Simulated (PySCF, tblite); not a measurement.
Isomers of C5H4F (doublet state), one GFN2-xTB conformer each. Single-point energies are computed at B3LYP/pcH-1 (PySCF, gas phase, no added dispersion term), electronic only. GFN2-xTB treats the open shell by occupation alone, and not every SCF solution was tested for stability.

Problem. Rank them by B3LYP/pcH-1 energy, lowest first (kJ/mol).
A. `[CH2:1][C:2]1=[C:3]([F:4])[C:5]1=[CH2:6]` (doublet state) with H–C1–C2–C3 180° and 0°
B. `C#C/[C]=C(/C)F` [radical]
C. `[C]1(F)C=CC=C1` [radical]

Solution. C (0.0), B (186.0), A (223.0).

As drawn, the highest has a three-membered ring, which the lowest lacks. GFN2-xTB itself gives, in the same order: 0.0, 216.8, 222.7. Both levels put the same isomer lowest; measured from each level's own lowest isomer, the values differ by up to 30.8 kJ/mol (C#C/[C]=C(/C)F: 216.8 against 186.0).

Problem. What happens when harmonic zero-point energies from GFN2-xTB frequencies are added?

Solution. 
```json
{"SMILES": "F[C]1C=CC=C1", "ZPE (kJ/mol)": "184.2", "electronic (kJ/mol)": "0.0", "with ZPE (kJ/mol)": "0.0"}
{"SMILES": "C#C/[C]=C(/C)F", "ZPE (kJ/mol)": "172.7", "electronic (kJ/mol)": "186.0", "with ZPE (kJ/mol)": "174.5"}
{"SMILES": "[CH2]C1=C(F)C1=C", "ZPE (kJ/mol)": "176.0", "electronic (kJ/mol)": "223.0", "with ZPE (kJ/mol)": "214.9"}
```

The zero-point energies span 11.5 kJ/mol. The order is unchanged.
